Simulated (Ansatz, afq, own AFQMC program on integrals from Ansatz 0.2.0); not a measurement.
**Where AFQMC and coupled cluster stand for GeH$_{4}$⁺, doublet**

```xyz
5

Ge    0.0000    0.0000    0.0000
H     0.8313    1.5312    1.5293
H    -0.8440   -1.5250    1.5286
H    -0.8282    1.5266   -1.5355
H     0.8409   -1.5329   -1.5223
```

Basis 6-31G. Only valence electrons are correlated. Integrals, coupled cluster, full CI and functionals: Ansatz 0.2.0; the random walks run on the same integrals in our own AFQMC program. The CISD trial takes its coefficients from CCSD amplitudes. Released means that phaseless walkers are propagated on without the constraint, phases kept. Error bars are statistical, one sigma. No spin–orbit coupling.

Determinant: ROHF, the one that the program's search chose, which needn't be the lowest solution. The geometry is a point of a scan.

Full CI on the same integrals is exact in this basis and with this determinant's frozen core.

Cautions: no relativity below Rb; no spin-orbit coupling; inner d shell frozen; a spin-contaminated unrestricted determinant lies lower (UHF 2.87 eV lower, ⟨S²⟩ 2.14); the search met a lower determinant of the same kind, perhaps of another symmetry (652 meV lower), and this one is a saddle point; strong correlation (T1 0.060, weight of the determinant 0.67, largest double 0.24); (T) is large, 7 % of the CCSD correlation; CCSD(T) is in doubt: in a space of 7 electrons in 8 natural orbitals full CI lies 127 meV below it; the released energies are still falling, so no released level is given (meV from the phaseless value at times in 1/Eh: -10 ± 9 at 0.24, -26 ± 8 at 0.51, -41 ± 11 at 0.99, -86 ± 7 at 1.62, -123 ± 8 at 2.40).

```
T1 diagnostic                               : 0.0600
weight of the determinant in the CISD state : 0.669
size of the correlated space                : 7 electrons in 23 orbitals
```

| level | correlation energy (eV) |
| --- | --- |
| MP2 | -2.9553 |
| CCSD | -4.8473 |
| CCSD(T) | -5.1957 |

(1) Estimate where phaseless AFQMC with a CISD trial lies against CCSD(T) on the same integrals.

(1) 10.9 ± 0.8 kJ/mol above CCSD(T).

Reference: full CI, correlation energy -5.331 eV. The cautions show a poor starting determinant, so the rows tell how each method copes with it here, and full CI is the sure value.

| level | E − E(reference) (kJ/mol) | share of correlation (%) |
| --- | --- | --- |
| CCSD(T) | 13.0 | 97.47 |
| CCSDT | 3.4 | 99.34 |
| CCSDT(Q) | 0.7 | 99.86 |
| CCSDTQ | -0.1 | 100.02 |
| ph-AFQMC/CISD | 24.0 ± 0.8 | 95.34 |

CCSDT and higher add their correlation energy to the determinant of the CCSD(T) run, since their own runs factorise the integrals more tightly (a shift of under 2 meV). A walk keeps the symmetry of its determinant, which the program's search chose and which needn't be the lowest solution, so a lower state of the same spin and another symmetry isn't excluded.
